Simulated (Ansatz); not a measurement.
Geometry optimisation, RKS BHLYP-D4/def2-SVP (Ansatz 0.2.0).

The input (input.yaml):

```yaml
crystal:
  periodic: [false, false, false]
  atoms:
    - { symbol: Al, position_ang: [0.0, 0.0, 0.0] }
    - { symbol: "N", position_ang: [0.0, 0.0, 2.27] }
    - { symbol: H, position_ang: [-0.877, -0.2713, 2.8] }
    - { symbol: H, position_ang: [0.877, 0.2713, 2.8] }
    - { symbol: H, position_ang: [1.351, 0.0, -0.78] }
    - { symbol: H, position_ang: [-1.351, 0.0, -0.78] }
    - { symbol: Cl, position_ang: [-0.3164, 2.38, 0.7978] }
    - { symbol: H, position_ang: [-0.1701, 1.2795, 2.0062] }
basis:
  gaussian: { orbitals: def2-SVP }
hamiltonian:
  xc: { name: BHLYP }
  dispersion: d4
relax:
  f_tol: 0.15
  max_steps: 25
  restrain:
    - { distance: [0, 6], at: 3.43, k: 30.0 }
    - { distance: [7, 1], at: 2.26, k: 30.0 }
    - { distance: [0, 1], at: 1.92, k: 30.0 }
    - { distance: [7, 6], at: 1.37, k: 30.0 }
```

Launched with:

```bash
$ ansatz run input.yaml --threads 1 --pin off --max-ram 2048MiB --backend cpu --events-out ev --progress --plain --runs-dir out
```

Task: Where does it end, and by what steps?

Result: The forces met the threshold. The restraints hold the end off the free minimum. After 7 steps the energy has fallen by 0.570 eV (the restraints' own energy left out); H8 moved furthest, 0.81 Å. Parted: Al1–Cl7 (2.53 → 3.43 Å).

```
step  energy less start (eV)  largest force component (eV/Å)  accepted
   0                  0.0000                           3.153       yes
   1                  0.6592                           2.147       yes
   2                  0.6471                           1.966       yes
   3                  0.1298                           1.640       yes
   4                 -0.4087                           1.265       yes
   5                 -0.5019                           1.558       yes
   6                 -0.4960                           1.592       yes
   7                 -0.5704                           1.623       yes
```

```xyz
8
Properties=species:S:1:pos:R:3
Al 0.020 -0.187 0.160
N 0.015 -0.164 2.029
H -0.780 -0.443 2.583
H 0.855 -0.243 2.580
H 1.419 -0.091 -0.538
H -1.365 -0.381 -0.544
Cl -0.382 3.108 1.016
H -0.269 2.060 1.829
```

Time of the run: 24 s on 1 thread of Arm Neoverse V2 (shared host), peak memory 0.16 GiB.
